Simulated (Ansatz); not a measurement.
**One shape, several levels: doublet CH8BN+**

We compute a comparison of 6 runs (UB3LYP/6-31G*, U-r2SCAN/cc-pVDZ, U-r2SCAN0/cc-pVDZ, UHSE06/cc-pVDZ, UPBE0/cc-pVDZ, RPA@PBE/cc-pVDZ) of doublet CH8BN+. 

The results are computed with Ansatz 0.2.0.

64 further runs of the same task are left out: 2 that didn't finish, 62 set aside as unsound or not needed.

### Step 1. The structure to begin with

The species is CH8BN+ (11 atoms), meant as a doublet with charge +1. SMILES of the parent species: `[BH3-][NH2+]C`. Geometry: relaxed at PBE0-D4/def2-TZVP. That shape belongs to the parent species and isn't relaxed for this state.

Bond lengths: B1–N2 1.626 Å, N2–C3 1.469 Å, B1–H4 1.214 Å, B1–H5 1.214 Å, B1–H6 1.214 Å, N2–H7 1.016 Å, N2–H8 1.016 Å, C3–H9 1.089 Å, C3–H10 1.089 Å, C3–H11 1.092 Å. Some angles: B1–N2–C3 114.0°, B1–N2–H7 108.2°, B1–N2–H8 108.2°, C3–N2–H7 109.9°, C3–N2–H8 109.9°, N2–B1–H4 105.5°, N2–B1–H5 105.4°, N2–B1–H6 105.4°, N2–C3–H9 108.2°, N2–C3–H10 108.2°.

### Step 2. A single-point energy at UB3LYP/6-31G(d) (Cartesian functions) (run 1)

run.yaml

```yaml
crystal:
  periodic: [false, false, false]
  atoms:
    - symbol: B
      position_ang: [-0.828400, 1.032000, -0.205100]
    - symbol: N
      position_ang: [-0.349500, -0.497500, 0.070800]
    - symbol: C
      position_ang: [1.107800, -0.661100, 0.155200]
    - symbol: H
      position_ang: [-2.040900, 0.991000, -0.245400]
    - symbol: H
      position_ang: [-0.325100, 1.341700, -1.265700]
    - symbol: H
      position_ang: [-0.402900, 1.677500, 0.731200]
    - symbol: H
      position_ang: [-0.783500, -0.815200, 0.932300]
    - symbol: H
      position_ang: [-0.721000, -1.084700, -0.669900]
    - symbol: H
      position_ang: [1.475700, -0.024100, 0.957600]
    - symbol: H
      position_ang: [1.543500, -0.317100, -0.781300]
    - symbol: H
      position_ang: [1.389800, -1.699400, 0.341100]
basis:
  gaussian: {orbitals: "6-31G*"}
output: {orbitals: {seedname: orbitals}}
magnetization: {spin_polarized: true, initial_magnetization: 1}
accuracy: high
hamiltonian: {xc: {name: B3LYP}}
total_charge: 1
```

Started as:

```
$ ansatz run run.yaml --threads 1 --pin off --max-ram 3480MiB --events-out events.jsonl --progress --plain --runs-dir runs
```

Standard output:

```text
Warning: RAYON_NUM_THREADS=1 ignored (pool sized by the plan → 1); use --threads N
Functional definition: B3LYP
  name "B3LYP"
  parameter a0 = 0.2
  parameter ax = 0.72
  parameter ac = 0.81
  exchange = (1 - a0 - ax)*slater_x + ax*b88_x + a0*exact_x
  correlation = (1 - ac)*vwn_rpa_c + ac*lyp_c
1527 factors; integrals over basis functions are off by at most 3.3e-9 eV
mean field evaluation 1: about -3313.1060 eV, gradient 4.9e1 eV
mean field evaluation 2: about -3296.0213 eV, gradient 7.3e1 eV
mean field evaluation 4: about -3323.5376 eV, gradient 3.7e0 eV
mean field evaluation 8: about -3323.7970 eV, gradient 1.3e-1 eV
mean field evaluation 16: about -3323.7973 eV, gradient 2.3e-3 eV
mean field evaluation 32: about -3323.7973 eV, gradient 4.7e-8 eV
mean field evaluation 64: about -3323.7922 eV, gradient 1.5e-8 eV
mean field -3323.79727418 eV, -122.1472968753 hartree, gradient 5.0e-8 eV, S^2 0.754820; 4 other end points of the search recorded, 0 dependent functions left out
reference -3323.79730714 eV, -122.1472980867 hartree; 13, 12 occupied and 48, 49 virtual orbitals, 1527 factors
Total energy: -3323.79730714 eV, -122.1472980867 hartree
```

Wall time 31 s (1 thread of Arm Neoverse V2, shared host); peak memory 0.25 GiB.

### Step 3. The energy at U-r2SCAN/cc-pVDZ (run 2)

job.yaml

```yaml
crystal:
  periodic: [false, false, false]
  atoms:
    - {symbol: B, position_ang: [-0.828400, 1.032000, -0.205100]}
    - {symbol: N, position_ang: [-0.349500, -0.497500, 0.070800]}
    - {symbol: C, position_ang: [1.107800, -0.661100, 0.155200]}
    - {symbol: H, position_ang: [-2.040900, 0.991000, -0.245400]}
    - {symbol: H, position_ang: [-0.325100, 1.341700, -1.265700]}
    - {symbol: H, position_ang: [-0.402900, 1.677500, 0.731200]}
    - {symbol: H, position_ang: [-0.783500, -0.815200, 0.932300]}
    - {symbol: H, position_ang: [-0.721000, -1.084700, -0.669900]}
    - {symbol: H, position_ang: [1.475700, -0.024100, 0.957600]}
    - {symbol: H, position_ang: [1.543500, -0.317100, -0.781300]}
    - {symbol: H, position_ang: [1.389800, -1.699400, 0.341100]}
basis:
  gaussian:
    orbitals: cc-pVDZ
magnetization:
  spin_polarized: true
  initial_magnetization: 1
hamiltonian:
  xc: {name: r2SCAN}
output: {orbitals: {seedname: orbitals}}
accuracy: high
total_charge: 1
```

Started as:

```
$ ansatz run job.yaml --threads 1 --pin off --max-ram 3480MiB --events-out events.jsonl --progress --plain --runs-dir runs
```

Standard output:

```text
Warning: RAYON_NUM_THREADS=1 ignored (pool sized by the plan → 1); use --threads N
Functional definition: r2SCAN
  name "r2SCAN"
  parameter k0 = 0.174
  parameter k1 = 0.065
  parameter a1 = 4.9479
  exchange = r2scan_x(k0 = k0, k1 = k1, a1 = a1)
  correlation = r2scan_c
2050 factors; integrals over basis functions are off by at most 3.4e-9 eV
mean field evaluation 1: about -3309.7134 eV, gradient 5.1e1 eV
mean field evaluation 2: about -3288.2198 eV, gradient 7.9e1 eV
mean field evaluation 4: about -3321.4757 eV, gradient 4.5e0 eV
mean field evaluation 8: about -3321.5818 eV, gradient 1.5e-1 eV
mean field evaluation 16: about -3321.5821 eV, gradient 1.6e-3 eV
mean field evaluation 32: about -3314.8507 eV, gradient 1.9e1 eV
mean field evaluation 64: about -3318.7000 eV, gradient 5.7e0 eV
mean field -3321.58205351 eV, -122.0658890172 hartree, gradient 4.9e-8 eV, S^2 0.757785; 5 other end points of the search recorded, 0 dependent functions left out
reference -3321.58205560 eV, -122.0658890943 hartree; 13, 12 occupied and 69, 70 virtual orbitals, 2050 factors
Total energy: -3321.58205560 eV, -122.0658890943 hartree
```

It took 53 s on 1 thread of Arm Neoverse V2, shared host; peak memory 0.41 GiB.

Runs 3 to 4 aren't shown in full; the table further down has their settings and results.

### Step 4. A single-point energy at UPBE0/cc-pVDZ (run 5)

molecule.yaml

```yaml
crystal:
  periodic: [false, false, false]
  atoms:
    - {symbol: B, position_ang: [-0.828400, 1.032000, -0.205100]}
    - {symbol: "N", position_ang: [-0.349500, -0.497500, 0.070800]}
    - {symbol: C, position_ang: [1.107800, -0.661100, 0.155200]}
    - {symbol: H, position_ang: [-2.040900, 0.991000, -0.245400]}
    - {symbol: H, position_ang: [-0.325100, 1.341700, -1.265700]}
    - {symbol: H, position_ang: [-0.402900, 1.677500, 0.731200]}
    - {symbol: H, position_ang: [-0.783500, -0.815200, 0.932300]}
    - {symbol: H, position_ang: [-0.721000, -1.084700, -0.669900]}
    - {symbol: H, position_ang: [1.475700, -0.024100, 0.957600]}
    - {symbol: H, position_ang: [1.543500, -0.317100, -0.781300]}
    - {symbol: H, position_ang: [1.389800, -1.699400, 0.341100]}
basis:
  gaussian: {orbitals: cc-pVDZ}
total_charge: 1
magnetization: {spin_polarized: true, initial_magnetization: 1}
hamiltonian: {xc: {name: PBE0}}
accuracy: high
output: {orbitals: {seedname: orbitals}}
```

Started as:

```
$ ansatz run molecule.yaml --threads 1 --pin off --max-ram 3480MiB --events-out events.jsonl --progress --plain --runs-dir runs
```

Standard output:

```text
Warning: RAYON_NUM_THREADS=1 ignored (pool sized by the plan → 1); use --threads N
Functional definition: PBE0
  name "PBE0"
  parameter a = 0.25
  parameter kappa = 0.804
  parameter beta = 0.06672455060314922
  exchange = (1 - a)*pbe_x(kappa = kappa, mu = beta*pi^2/3) + a*exact_x
  correlation = pbe_c(beta = beta)
2050 factors; integrals over basis functions are off by at most 3.4e-9 eV
mean field evaluation 1: about -3309.8241 eV, gradient 4.6e1 eV
mean field evaluation 2: about -3297.3385 eV, gradient 6.5e1 eV
mean field evaluation 4: about -3319.1649 eV, gradient 2.9e0 eV
mean field evaluation 8: about -3319.4534 eV, gradient 4.0e-1 eV
mean field evaluation 16: about -3319.4560 eV, gradient 3.6e-3 eV
mean field evaluation 32: about -3319.4560 eV, gradient 3.3e-6 eV
mean field evaluation 64: about -3319.4499 eV, gradient 3.2e-3 eV
mean field -3319.45596430 eV, -121.9877566799 hartree, gradient 7.9e-8 eV, S^2 0.756330; 4 other end points of the search recorded, 0 dependent functions left out
reference -3319.45596691 eV, -121.9877567757 hartree; 13, 12 occupied and 69, 70 virtual orbitals, 2050 factors
Total energy: -3319.45596691 eV, -121.9877567757 hartree
```

Wall time 42 s (1 thread of Arm Neoverse V2, shared host); peak memory 0.34 GiB.

### Step 5. The energy at RPA@PBE/cc-pVDZ (run 6)

job.yaml: that of step 3 with these lines changed.

```diff
@@ -1 +1,3 @@
+basis:
+  gaussian: {orbitals: cc-pVDZ}
 crystal:
@@ -14,12 +16,6 @@
     - {symbol: H, position_ang: [1.389800, -1.699400, 0.341100]}
-basis:
-  gaussian:
-    orbitals: cc-pVDZ
-magnetization:
-  spin_polarized: true
-  initial_magnetization: 1
-hamiltonian:
-  xc: {name: r2SCAN}
-output: {orbitals: {seedname: orbitals}}
+total_charge: 1
+magnetization: {spin_polarized: true, initial_magnetization: 1}
+hamiltonian: {xc: pbe}
+correlation: {method: rpa, frozen_orbitals: {B: 1, C: 1, H: 0, "N": 1}}
 accuracy: high
-total_charge: 1
```

Started as:

```
$ ansatz run job.yaml --threads 1 --pin off --max-ram 3480MiB --events-out events.jsonl --progress --plain --runs-dir runs
```

Standard output (excerpt; [...] marks lines left out):

```text
Warning: RAYON_NUM_THREADS=1 ignored (pool sized by the plan → 1); use --threads N
Functional definition: PBE
  name "PBE"
[...]
2050 factors; integrals over basis functions are off by at most 3.4e-9 eV
[...]
mean field -3318.79794465 eV, -121.9635749037 hartree, gradient 2.6e-8 eV, S^2 0.753313; 14 other end points of the search recorded, 0 dependent functions left out
3 core orbitals not correlated: weight in the atoms' cores, before any rotation towards them, 1.000 or more for the frozen orbitals, at most 0.000 for the correlated occupied ones
reference -3299.80528717 eV, -121.2656076152 hartree; 10, 9 occupied and 69, 70 virtual orbitals, 2050 factors
Total energy: -3320.33528684 eV, -122.0200711871 hartree
```

Run time: 50 s. Hardware: 1 thread of Arm Neoverse V2, shared host; peak memory 0.51 GiB.

### Step 6. Overview of the runs

```csv
run,level,Cartesian functions,frozen core orbitals,energy (Eh),HOMO energy (eV),LUMO energy (eV),⟨S²⟩,wall time
1,UB3LYP/6-31G* (Cartesian functions),yes,–,-122.147298,-14.89,-13.15,0.755,31 s
2,U-r2SCAN/cc-pVDZ,no,–,-122.065889,-14.01,-13.51,0.758,53 s
3,U-r2SCAN0/cc-pVDZ,no,–,-122.054958,-15.20,-12.50,0.760,84 s
4,UHSE06/cc-pVDZ,no,–,-121.980065,-14.64,-13.13,0.756,47 s
5,UPBE0/cc-pVDZ,no,–,-121.987757,-15.05,-12.74,0.756,42 s
6,RPA@PBE/cc-pVDZ,no,3,-122.020071,–,–,0.753,50 s
```

### Step 7. Summary of results

| quantity | value |
| --- | --- |
| run 6: total energy | -122.02007 Eh |
| run 6: RPA correlation energy (valence) | -754.5 mEh |
| run 6: ⟨S²⟩ of the reference determinant | 0.753 |

Totals of different functionals can't be ranked against each other. All runs together took 5.1 min, the longest 84 s.
